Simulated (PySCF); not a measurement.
CFCl3.
InChI=1S/CCl3F/c2-1(3,4)5

The closed-shell ground state was solved at several levels (PySCF, density fitting, gas phase, non-relativistic). Isolated species at its GFN2-xTB geometry, gas phase.

```
         level  basis functions  total energy (Eh)  HOMO (eV)  LUMO (eV)  gap (eV)  dipole (D)
 PW91/pcSseg-1              106         -1518.3995      -7.81      -2.45      5.36        0.33
    KT2/STO-3G               37         -1513.7858      -6.30      -0.13      6.17        1.11
  B97-D/STO-3G               37         -1501.6612      -6.27       0.01      6.28        1.19
    KT3/STO-3G               37         -1512.7530      -6.55      -0.34      6.21        1.10
X3LYP/pcSseg-1              106         -1518.3087      -9.00      -1.48      7.52        0.42
   BP86/STO-3G               37         -1501.6342      -6.11       0.17      6.28        1.23
    LDA/STO-3G               37         -1496.0204      -5.98       0.25      6.23        1.25
    PBE/STO-3G               37         -1500.8325      -6.01       0.27      6.28        1.24
   BLYP/STO-3G               37         -1501.3654      -5.81       0.44      6.25        1.19
     HF/STO-3G               37         -1499.1511     -11.67       6.27     17.94        0.71
   OPBE/STO-3G               37         -1501.6979      -6.38      -0.03      6.35        1.24
```

**Question.** What might B3LYP/STO-3G (37 basis functions) give for the same quantities?

**Answer.** Total energy -1501.5438 Eh, HOMO -7.39 eV, LUMO 1.13 eV, gap 8.52 eV, dipole 1.05 D.

**Question.** Over all these levels, which gives the widest orbital gap and which the narrowest?

**Answer.** HF/STO-3G (Hartree–Fock, all exact exchange) has the widest, 17.94 eV, and PW91/pcSseg-1 (GGA) the narrowest, 5.36 eV. Functional and basis both differ between the two, so the spread mixes both effects.

**Question.** In the STO-3G basis, how does the gap go with the fixed share of exact exchange?

**Answer.** KT2 (0 %) 6.17 eV; KT3 (0 %) 6.21 eV; LDA (0 %) 6.23 eV; BLYP (0 %) 6.25 eV; B97-D (0 %) 6.28 eV; PBE (0 %) 6.28 eV; BP86 (0 %) 6.28 eV; OPBE (0 %) 6.35 eV; B3LYP (20 %) 8.52 eV; HF (100 %) 17.94 eV. Each rise in the share widens the gap here.

**Question.** How far do the dipole and the HOMO energy spread over the levels?

**Answer.** The dipole runs from 0.33 to 1.25 D (mean 1.01 D) and the HOMO from -11.67 to -5.81 eV.

Note: B97-D ran without an empirical dispersion term, which enters the total energy and its gradient alone.
